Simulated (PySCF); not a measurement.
**How methods differ on the ionisation energy of O**

O [He] 2s2 2p4 (3P) → O⁺ [He] 2s2 2p3 (4S), as a difference of total energies. Calculation: PySCF 2.14, in aug-cc-pwCVDZ; no relativity, point nucleus. Correlated levels: valence: 1s2 frozen; valence and next inner shell: nothing frozen. The calculations carry no spin-orbit coupling.

```
                            method  ionisation energy (eV)
                               UHF                  12.049
                               LDA                  14.012
                               PBE                  14.052
                              PBE0                  13.851
                            r2SCAN                  13.722
                             M06-L                  13.880
                           r2SCANh                  13.676
                              BP86                  14.227
                            PBEsol                  13.842
                     MP2 (valence)                  13.104
MP2 (valence and next inner shell)                  13.115
```

Problem. Estimate what SCS-MP2 (valence) gives.

Solution. 13.132 eV, closest to MP2 (valence and next inner shell) among the rows shown.

Problem. Estimate what SCS-MP2 (valence and next inner shell) gives.

Solution. 13.137 eV, closest to MP2 (valence and next inner shell) among the rows shown.

Errors of the correlated levels include the incompleteness of this basis and the frozen core.

For comparison: 13.608 eV (measured; NIST levels, between the centres of gravity of the two terms).
